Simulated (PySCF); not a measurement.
Geometries of 2 isomers of C2H2F2O, from PBE0-D3(BJ)/def2-SVP geometry optimisation, gas phase (PySCF). One conformer each, no zero-point energy, no frequencies.

Task: Which isomer lies lower at this level?
A.
```xyz
7
angstrom
F      1.713    0.276   -0.390
C      0.588   -0.299    0.021
F      0.724   -1.618   -0.073
C     -0.699    0.350   -0.095
O      0.038    0.177    1.150
H     -1.607   -0.258   -0.178
H     -0.756    1.384   -0.453
```
B.
```xyz
7
angstrom
O      1.544    0.317    1.004
C      0.905   -0.011    0.047
C     -0.618    0.013    0.023
F     -1.055   -1.240   -0.209
F     -1.015    0.797   -0.997
H      1.363   -0.368   -0.910
H     -1.033    0.389    0.974
```

Result: B. That is `O=CC(F)F`, 7.0 kcal/mol below the other.

```tsv
SMILES	atoms numbered as above	E (Eh)	relative (kcal/mol)	relative (kJ/mol)	dipole (D)
O=CC(F)F	[O:1]=[CH:2][CH:3]([F:4])[F:5]	-351.67197	0.0	0.0	0.48
FC1(F)CO1	[F:1][C:2]1([F:3])[CH2:4][O:5]1	-351.66085	7.0	29.2	2.27
```

As drawn, the lower has a C=O bond, which the higher lacks; the higher has a three-membered ring, which the lower lacks.
